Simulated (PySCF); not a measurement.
**Excitation energies in several basis sets**

Thiopropynal, C₃H₂S.
Atom-mapped SMILES: `[CH:1]#[C:2][CH:3]=[S:4]` (hydrogens: H5 on C1; H6 on C3)

TDDFT with PBE0 (PySCF), vertical singlets, core orbitals frozen in the response, spherical d and f functions. Geometry: PBE0-D3(BJ)/def2-SVP; no solvent, vibrations or thermal averaging.

| basis | functions | diffuse | S1 (eV) | S2 (eV) | S3 (eV) | S4 (eV) | S5 (eV) | LUMO (eV) | α (au) |
| --- | --- | --- | --- | --- | --- | --- | --- | --- | --- |
| 6-31G* | 64 | no | 2.07 | 3.84 | 4.73 | 6.27 | 6.77 | -2.91 | 46.0 |
| def2-SVP | 70 | no | 1.99 | 3.93 | 4.78 | 6.08 | 6.68 | -2.97 | 46.2 |
| def2-SVPD | 103 | yes | 2.01 | 3.87 | 4.64 | 5.86 | 6.46 | -3.19 | 59.9 |
| def2-TZVP | 142 | no | 2.01 | 3.87 | 4.63 | 5.95 | 6.54 | -3.11 | 55.0 |

Task: How much do these states and the polarisability depend on the basis?

Result: States are compared by their number. Against the only diffuse basis here (def2-SVPD, itself not a converged limit), sets without diffuse functions differ by up to 0.06 eV in S1 and 0.30 eV in S5. State by state, the largest deviation of a set without diffuse functions is S1 0.06, S2 0.06, S3 0.14, S4 0.41, S5 0.30 eV. The same number needn't mean the same state in each row. Against def2-SVPD the polarisability deviates by -23% in 6-31G*, -23% in def2-SVP, -8% in def2-TZVP.
